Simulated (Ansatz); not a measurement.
in.yaml

```yaml
crystal:
  periodic: [false, false, false]
  atoms:
    - {symbol: Si, position_ang: [0.000000, 0.000000, 1.658754]}
    - {symbol: B, position_ang: [0.000000, 0.000000, -0.236394]}
    - {symbol: H, position_ang: [0.000000, 0.000000, -1.422360]}
basis:
  gaussian: {orbitals: 6-31G}
total_charge: 1
magnetization: {spin_polarized: true, initial_magnetization: 1}
correlation: {method: ccsdtq, electrons: outside_noble_gas}
```

```sh
$ ansatz run in.yaml --threads 1 --pin off --events-out ev --progress --plain --max-ram 2393MiB
```

Problem. Roughly how long does this take on 1 thread of Arm Neoverse V2, shared host, and how much host memory?

Solution. 20 s wall and 0.17 GiB.

```
483 factors; integrals over basis functions are off by at most 1.5e-7 eV
mean field evaluation 1: about -8536.9614 eV, gradient 5.8e0 eV
mean field evaluation 2: about -8536.9636 eV, gradient 5.8e0 eV
mean field evaluation 4: about -8537.3827 eV, gradient 4.4e-1 eV
mean field evaluation 8: about -8537.3862 eV, gradient 8.1e-3 eV
mean field evaluation 16: about -8537.4623 eV, gradient 9.7e-2 eV
mean field evaluation 32: about -8537.3862 eV, gradient 1.2e-3 eV
mean field evaluation 64: about -8536.3343 eV, gradient 1.9e-6 eV
mean field evaluation 96: about -8537.3862 eV, gradient 1.2e-2 eV
mean field evaluation 128: about -8536.0970 eV, gradient 2.6e0 eV
mean field evaluation 160: about -8535.5891 eV, gradient 8.6e-1 eV
...
mean field -8537.46266430 eV, -313.7459660129 hartree, gradient 1.8e-6 eV, S^2 1.128388; 12 other end points of the search recorded, 0 dependent functions left out
determinant -8537.46266430 eV, -313.7459660129 hartree, with singles and doubles -8539.77184140 eV, -313.8308267062 hartree
determinant -8536.33427042 eV, -313.7044983027 hartree, with singles and doubles -8538.93146528 eV, -313.7999434536 hartree
determinant -8536.04199371 eV, -313.6937573317 hartree, with singles and doubles -8538.96485929 eV, -313.8011706606 hartree
determinant -8535.76621097 eV, -313.6836225031 hartree, with singles and doubles -8538.22218298 eV, -313.7738778096 hartree
determinant -8537.38621871 eV, -313.7431566893 hartree, with singles and doubles -8539.81706812 eV, -313.8324887575 hartree
6 core orbitals not correlated: weight in the atoms' cores, before any rotation towards them, 1.000 or more for the frozen orbitals, at most 0.000 for the correlated occupied ones
reference -8537.46266430 eV, -313.7459660129 hartree; 4, 3 occupied and 14, 15 virtual orbitals, 483 factors
second order -1.58512096 eV of doubles, -0.00000000 eV of singles
...
cycle  28  -2.42679272 eV  change    4.9e-5 eV  update   3.3e-5
cycle  29  -2.42679208 eV  change    6.4e-7 eV  update   2.2e-5
cycle  30  -2.42679871 eV  change   -6.6e-6 eV  update   1.3e-5
cycle  31  -2.42680501 eV  change   -6.3e-6 eV  update   7.6e-6
cycle  32  -2.42680887 eV  change   -3.9e-6 eV  update   5.7e-6
cycle  33  -2.42681367 eV  change   -4.8e-6 eV  update   4.2e-6
cycle  34  -2.42681904 eV  change   -5.4e-6 eV  update   2.8e-6
cycle  35  -2.42682343 eV  change   -4.4e-6 eV  update   1.9e-6
cycle  36  -2.42682389 eV  change   -4.6e-7 eV  update   1.2e-6
cycle  37  -2.42682418 eV  change   -2.9e-7 eV  update   8.4e-7
Total energy: -8539.88948848 eV, -313.8351501565 hartree
```

The determinant's ⟨S²⟩ is 1.13 against 0.75 for a pure state. The T1 diagnostic is 0.107.
